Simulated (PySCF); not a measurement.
Broadened absorption spectrum of vinyl ether

Compound: vinyl ether, C₄H₆O.
Atom-mapped SMILES: `[CH2:1]=[CH:2][O:3][CH:4]=[CH2:5]` (hydrogens: H6, H7 on C1; H8 on C2; H9 on C4; H10, H11 on C5)

Computed with PySCF 2.14.0, density-fitted response routines, TDDFT B3LYP/def2-SVPD, vertical, gas phase, core orbitals frozen in the response. One conformer (not necessarily the lowest) at the GFN2-xTB geometry, without solvent, vibrations or thermal averaging. Torsions of this conformer, `[CH2:1]=[CH:2][O:3][CH:4]=[CH2:5]`: C1–C2–O3–C4 180°, C2–O3–C4–C5 180°.

Computed states:

| state | E (eV) | f |
| --- | --- | --- |
| S1 | 5.96 | 0.520 |
| S2 | 6.03 | 0.038 |
| S3 | 6.09 | 0.017 |
| S4 | 6.55 | 0.0000 |
| S5 | 6.60 | 0.023 |
| S6 | 7.47 | 0.0000 |
| S7 | 7.74 | 0.0012 |
| S8 | 7.79 | 0.250 |

Broadening: Gaussians 0.25 eV wide at half height, area fixed by f = 4.319×10⁻⁹ ∫ε dν̃. The width is an assumption, not a result. The curve ends short of the highest state used, and states not computed would add to its high-energy end.

(1) What does the envelope look like, and where are its maxima?

(2) On this curve, what absorbance would a 10⁻⁴ mol/L sample give at 193 nm over a 1 cm path?

(3) Does any computed singlet lie in the visible range?

## Answers

(1) 
(λ (nm), ε (L mol⁻¹ cm⁻¹)): (172.5, 0), (173.9, 0), (175.3, 0), (176.7, 1), (178.2, 9), (179.6, 43), (181.0, 160), (182.4, 453), (183.8, 992), (185.2, 1703), (186.6, 2314), (188.1, 2509), (189.5, 2170), (190.9, 1532), (192.3, 898), (193.7, 474), (195.1, 352), (196.5, 660), (198.0, 1893), (199.4, 4711), (200.8, 10269), (202.2, 19450), (203.6, 31943), (205.0, 45468), (206.4, 56149), (207.9, 60276), (209.3, 55903), (210.7, 45398), (212.1, 32414), (213.5, 20435), (214.9, 11425), (216.3, 5689), (217.8, 2382), (219.2, 946), (220.6, 339), (222.0, 110)

Maxima: 208 nm (5.97 eV), ε about 60000, made up of S1 (93%); 188 nm (6.60 eV), ε about 2500, made up of S5 (100%) (ε in L mol⁻¹ cm⁻¹; maxima over ε = 5, shares over 10%). At its high-energy end, 7.19 eV, the curve is still rising (ε about 0.0043, from S5 and S8).

(2) 193 nm is 6.424 eV, where ε is about 650 L mol⁻¹ cm⁻¹, so A = ε c l ≈ 0.065 (Beer–Lambert, with the gas-phase spectrum and the assumed width).

(3) No computed singlet lies in the visible range (380 to 750 nm); the lowest, at 208 nm, stands 2.70 eV above its violet end (3.26 eV).
